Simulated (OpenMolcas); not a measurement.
**How methods differ on SiCl2 (SMILES Cl[Si]Cl)**

SiCl2: 3 atoms, total charge 0, spin state singlet. SMILES: `Cl[Si]Cl`. The shape is that of a PBE0-D4/def2-TZVP optimisation.

```xyz
3

Cl    0.2938    1.6038    0.3380
Si   -0.7701   -0.0104   -0.4220
Cl    0.4763   -1.5934    0.0840
```

Each level gives the dipole moment (D). The values are calculated.

| level | kind | program | value (D) | CPU time |
| --- | --- | --- | --- | --- |
| HF/cc-pVTZ | Hartree–Fock | OpenMolcas | 1.08 | 16 s |
| SVWN5/cc-pVTZ | LDA | OpenMolcas | 0.82 | 22 s |
| PBE/cc-pVTZ | GGA | OpenMolcas | 0.77 | 28 s |
| revPBE/cc-pVTZ | GGA | OpenMolcas | 0.74 | 28 s |
| M06-L/cc-pVTZ | meta-GGA | OpenMolcas | 0.85 | 34 s |
| r2SCAN/cc-pVTZ | meta-GGA | OpenMolcas | 0.75 | 33 s |
| BHLYP/cc-pVTZ | global hybrid | OpenMolcas | 1.09 | 24 s |
| PBE0/cc-pVTZ | global hybrid | OpenMolcas | 0.89 | 26 s |

The values span 0.74 to 1.09 D. Magnitudes only. Times are those of the runs behind each value, whatever else they computed, on shared processors of several kinds: orders of magnitude only.
